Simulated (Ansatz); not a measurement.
Input file:

```yaml
crystal:
  periodic: [false, false, false]
  atoms:
    - {symbol: Si, position_ang: [-0.111898, 0.000000, 0.563595]}
    - {symbol: N, position_ang: [0.184043, 0.000000, -1.157764]}
    - {symbol: H, position_ang: [0.586270, -1.214569, 1.089744]}
    - {symbol: H, position_ang: [0.586272, 1.214567, 1.089745]}
    - {symbol: H, position_ang: [-0.612107, 0.000001, -1.794945]}
basis:
  gaussian: {orbitals: cc-pVDZ}
magnetization: {spin_polarized: false}
correlation: {method: ccsd, electrons: outside_noble_gas}
scf: {omitted_lower_state_checks: [cluster_reference]}
output: {forces: true}
```

```sh
$ ansatz run in.yaml --threads 1 --pin off --events-out ev --progress --plain --max-ram 2393MiB
```

Output:

```
these checks for a lower state are left out or cut short: cluster_reference
449 factors; integrals over basis functions are off by at most 1.2e-3 eV
mean field evaluation 1: about -9382.8707 eV, gradient 4.1e1 eV
mean field evaluation 2: about -9382.8730 eV, gradient 4.1e1 eV
mean field evaluation 4: about -9387.5679 eV, gradient 3.1e0 eV
mean field evaluation 8: about -9387.6778 eV, gradient 2.8e-1 eV
mean field evaluation 16: about -9383.7856 eV, gradient 4.5e-4 eV
mean field evaluation 32: about -9387.5344 eV, gradient 5.4e0 eV
mean field -9387.67872843 eV, -344.9908300727 hartree, gradient 2.0e-6 eV, S^2 0.000000; 4 other end points of the search recorded, 0 dependent functions left out; unrestricted orbitals would lower it
6 core orbitals not correlated: weight in the atoms' cores, before any rotation towards them, 1.000 or more for the frozen orbitals, at most 0.000 for the correlated occupied ones
reference -9387.67872843 eV, -344.9908300727 hartree; 6, 6 occupied and 35, 35 virtual orbitals, 449 factors
second order -7.78719127 eV of doubles, -0.00000000 eV of singles
cycle   1  -7.97056323 eV  change   -1.8e-1 eV  update   1.1e-1
cycle   2  -8.34191939 eV  change   -3.7e-1 eV  update   4.6e-2
cycle   3  -8.50138522 eV  change   -1.6e-1 eV  update   2.8e-2
cycle   4  -8.49725235 eV  change    4.1e-3 eV  update   8.5e-3
cycle   5  -8.49913484 eV  change   -1.9e-3 eV  update   4.2e-3
cycle   6  -8.49911830 eV  change    1.7e-5 eV  update   1.2e-3
cycle   7  -8.49881580 eV  change    3.0e-4 eV  update   5.1e-4
cycle   8  -8.49911952 eV  change   -3.0e-4 eV  update   2.1e-4
cycle   9  -8.49903273 eV  change    8.7e-5 eV  update   7.3e-5
cycle  10  -8.49900425 eV  change    2.8e-5 eV  update   2.7e-5
cycle  11  -8.49902144 eV  change   -1.7e-5 eV  update   1.2e-5
cycle  12  -8.49901820 eV  change    3.2e-6 eV  update   3.7e-6
cycle  13  -8.49902696 eV  change   -8.8e-6 eV  update   2.1e-6
cycle  14  -8.49902708 eV  change   -1.2e-7 eV  update   6.7e-7
the calculation of the forces begins
Total energy: -9396.17775551 eV, -345.3031635569 hartree
Atom 0 at    -0.111898     0.000000     0.563595 Å, force     3.256999    -0.000001    -3.765836 eV/Å
Atom 1 at     0.184043     0.000000    -1.157764 Å, force    -2.630892     0.000001     2.909118 eV/Å
Atom 2 at     0.586270    -1.214569     1.089744 Å, force    -0.576648    -0.120076     0.937150 eV/Å
Atom 3 at     0.586272     1.214567     1.089745 Å, force    -0.576648     0.120076     0.937150 eV/Å
Atom 4 at    -0.612107     0.000001    -1.794945 Å, force     0.527188    -0.000000    -1.017583 eV/Å
Dipole moment:    -0.402653     0.000000     0.305628 e Å
Checks for a lower state left out: cluster_reference
```

Forces (eV/Å):
```
Si   3.257  0.000 -3.766
N   -2.631  0.000  2.909
H   -0.577 -0.120  0.937
H   -0.577  0.120  0.937
H    0.527  0.000 -1.018
```

The T1 diagnostic is 0.027.

Ran on 1 thread of Arm Neoverse V1, shared host: 1.3 s wall, 0.2 GiB peak host memory.
